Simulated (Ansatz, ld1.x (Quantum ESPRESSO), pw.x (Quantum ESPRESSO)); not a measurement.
# From atom to crystal: TM potential for magnesium

* Element: magnesium (Mg)
* Generator: ld1.x (Quantum ESPRESSO) 7.5
* Type: norm-conserving Troullier–Martins (Kleinman–Bylander form)
* Functional: PBEsol
* Relativity: scalar-relativistic
* Frozen core: [Ne]
* Valence charge: 2
* Reference configuration: 3s2 3p0
* Partial waves: 3p (bound, empty): rc 2.90 bohr; 3d channel at 0.15 Ry: rc 2.55 bohr; 3s (bound): rc 1.90 bohr
* Local potential: the s channel
* Core correction: a·sin(br)/r model core, default radius (core density twice the valence density)

Crystal test: bcc Mg in pw.x 7.5, no spin, 13³ k-points, Fermi–Dirac smearing 0.01 Ry, cutoffs 50/200 Ry. The reference is all-electron LAPW (Ansatz 0.2.0) with the same functional, mesh and smearing; V0 and B0 come from Birch–Murnaghan fits to the pressures at five volumes. Errors are pseudo minus all-electron; Δ is the rms difference of the E(V) curves that follow from these fits, minima aligned, over ±6 % about the mean V0. Mesh and smearing are coarse, so the numbers serve the comparison and aren't converged zero-temperature values; the lattice is a test structure that the element need not adopt.

All-electron: a0 = 3.559 Å (V0 = 22.55 Å³/atom), B0 = 36.1 GPa.

Problem. How far does the potential miss the all-electron equation of state?

Solution. mean pressure error (GPa): -1.16; a0 (Å): 3.521; a0 error (%): -1.08; B0 error (%): +3.1; Δ (meV/atom): 5.8. This is a poor potential for the solid.

| V (Å³/atom) | P all-electron (GPa) | P pseudo (GPa) |
| --- | --- | --- |
| 21.324 | 2.25 | 0.91 |
| 21.885 | 1.14 | -0.10 |
| 22.446 | 0.16 | -0.98 |
| 23.007 | -0.70 | -1.76 |
| 23.568 | -1.46 | -2.45 |

Problem. At the middle volume, how do free energy and pressure move when the wave cutoff is lowered (ecutrho kept at four times it)?

Solution.

```tsv
cutoff (Ry)	shift of F (meV/atom)	shift of P (GPa)
22	+10.6	-0.02
30	+3.3	+0.03
40	+0.9	+0.02
```

The run at the middle volume (84 k-points, 6 iterations) took about 6.3 s on one core of a shared host (Neoverse-V2, 96 threads, 742 GiB, load 35).
